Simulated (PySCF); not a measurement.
Relaxation of singlet B₂H₄

These are results of PBE0/[B def2-TZVP, H def2-TZVP], no relativity, density fitting, PySCF, not measurements. A (50,194) grid was used.

A start displaced from a saddle point along its imaginary mode, of D2 symmetry, held to at least that symmetry:

```xyz
6
charge 0 multiplicity 1, angstrom
B     0.8680    0.0000    0.0773
B    -0.8680    0.0000   -0.0773
H     1.4886    1.0169    0.2530
H     1.5099   -1.0169    0.0140
H    -1.4886    1.0169   -0.2530
H    -1.5099   -1.0169   -0.0140
```

What does it relax to?

It ends at D2d with B–B 1.628 Å, B–H 1.201 Å (×4); B–B–H 122.1° (×4), H–B–H 115.8° (×2). A frequency run shows a minimum. Other isomers or separated fragments may lie lower.

How much energy is released, and in how many steps?

62.0 kJ/mol in 8 steps.

The relaxation took 7.2 s on 2 threads of a shared Arm Neoverse V2 host, with 86 basis functions and 9 gradients; the process peaked at 1.3 GiB.
